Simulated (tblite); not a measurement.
Compound: C3H4NS (charge -1).
Cartesian coordinates in Å at the GFN2-xTB level; atoms count from 1:
```xyz
9
C3H4NS angstrom
C     -1.4544    0.2807   -0.5899
S      0.1075   -0.6899   -0.9530
C      0.9564   -0.6569    0.5544
C      1.9621    0.2269    0.7799
N      2.7702    1.0280    1.0475
H     -1.1737    1.2773   -0.2603
H     -2.0212   -0.2252    0.1885
H     -2.0333    0.3308   -1.5084
H      0.8999   -1.5658    1.1432
```

All values are computed: GFN2-xTB (tblite) harmonic vibrations without scaling, gas phase. The method is semi-empirical: single wavenumbers can be off by several per cent or more. One conformer, not necessarily the lowest.

Harmonic wavenumbers (cm⁻¹): 81.1, 91.3, 168.0, 224.5, 310.3, 474.8, 511.9, 588.8, 802.2, 870.5, 879.6, 1137.9, 1260.6, 1269.4, 1468.3, 1477.3, 2280.7, 2963.9, 2994.3, 3009.1, 3019.3.

A = 10616, B = 2163, C = 1988 MHz; mass 86.006 u (most abundant isotopes); point group C1, symmetry number 1.

Q: What is the zero-point energy?

A: ½Σν̃ = 12942 cm⁻¹ = 37.00 kcal/mol.

Q: Give the ideal-gas entropy at 273.15 K and 1 bar in the rigid-rotor, harmonic-oscillator model (classical rotation).

A: Translation 38.86, rotation 26.10, vibration 14.42: S = 79.4 cal/(mol K).

Q: And Cp and H(273.15 K) − H(0)?

A: Cp = 22.26 cal/(mol K), of which vibrations give 14.31 (their classical limit is 21 R = 41.7); H(273.15 K) − H(0) = 4.28 kcal/mol without the zero-point energy, 2.11 from vibrations.

Q: Blend soft modes into free rotors: weight 1/[1 + (100 cm⁻¹/ν̃)⁴] for the oscillator and the rest for a rotor with moment μB/(μ + B), μ = h/(8π²ν), B = 10⁻⁴⁴ kg m². What vibrational entropy results?

A: 13.57 cal/(mol K) in place of 14.42, which changes −T·S at 273.15 K by +0.23 kcal/mol.

Q: What must be added to the electronic energy to get the Gibbs energy at 273.15 K and 1 bar?

A: ZPE + [H(273.15 K) − H(0)] − T·S = 37.00 + 4.28 − 21.68 = 19.60 kcal/mol.

Q: How do the functions run with temperature in this model?

A: 
| T (K) | S (cal/(mol K)) | Cp (cal/(mol K)) | H − H(0) (kcal/mol) | G − H(0) (kcal/mol) | ln q(vib) |
| --- | --- | --- | --- | --- | --- |
| 150 | 67.8 | 16.8 | 1.86 | -8.31 | 1.57 |
| 250 | 77.4 | 21.3 | 3.77 | -15.59 | 3.05 |
| 298.15 | 81.4 | 23.3 | 4.85 | -19.41 | 3.73 |
| 400 | 88.7 | 26.9 | 7.41 | -28.09 | 5.12 |
| 600 | 100.7 | 32.4 | 13.37 | -47.08 | 7.65 |
| 900 | 115.0 | 37.7 | 23.94 | -79.52 | 11.01 |

q(vib) and H(0) count from the zero-point level.

Q: Which modes carry the vibrational entropy at 273.15 K?

A: 81.1 cm⁻¹: 3.69; 91.3 cm⁻¹: 3.46; 168.0 cm⁻¹: 2.29; 224.5 cm⁻¹: 1.77; 310.3 cm⁻¹: 1.22; 474.8 cm⁻¹: 0.61 cal/(mol K); the other 15 give 1.37 together.

Hindered rotation and anharmonicity are outside this model. Other conformers, if any are populated, would add a mixing term that is left out. The structure is chiral; the term R ln 2 for an equal mix with its mirror image is left out.
